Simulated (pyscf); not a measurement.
F–CH₂–SiH₃ + F–SiH₃ → H₃Si–SiH₃ + F–CH₂–F (four-centre exchange; singlet surface; C–Si, F–Si broken, Si–Si, C–F formed). PySCF, gas phase, ωB97X-D3(BJ)/def2-SVP geometries. Energies in kcal/mol from the separated reactants.

```
level                   barrier  reaction energy
----------------------  -------  ---------------
ωB97X-D3(BJ)/def2-TZVP    110.6            +31.9
PBE/def2-TZVP                 …                …
B3LYP-D3(BJ)/def2-TZVP        …            +34.8
PBE0-D3(BJ)/def2-TZVP     101.8            +30.6
M06-2X/def2-TZVP          113.1            +36.6
ωB97M-D3(BJ)/def2-TZVP    110.1            +36.2
```

Q: Fill in the missing entries.

A: 
- PBE/def2-TZVP, barrier: 91.8
- PBE/def2-TZVP, reaction energy: +30.0
- B3LYP-D3(BJ)/def2-TZVP, barrier: 103.7

The functionals in the table span 21.2 kcal/mol in this barrier, from PBE to M06-2X. The same reactants have a lower exit, to •H₂C–F + SiH₃• + F–SiH₃ (no saddle counted: cutting one bond costs +86.0 kcal/mol at ωB97M-D3(BJ)/def2-TZVP, against +110.1 kcal/mol here). One saddle was located; it need not be the lowest between these sides. One closed-shell reference is unstable to symmetry breaking; treat the single-reference values with care.
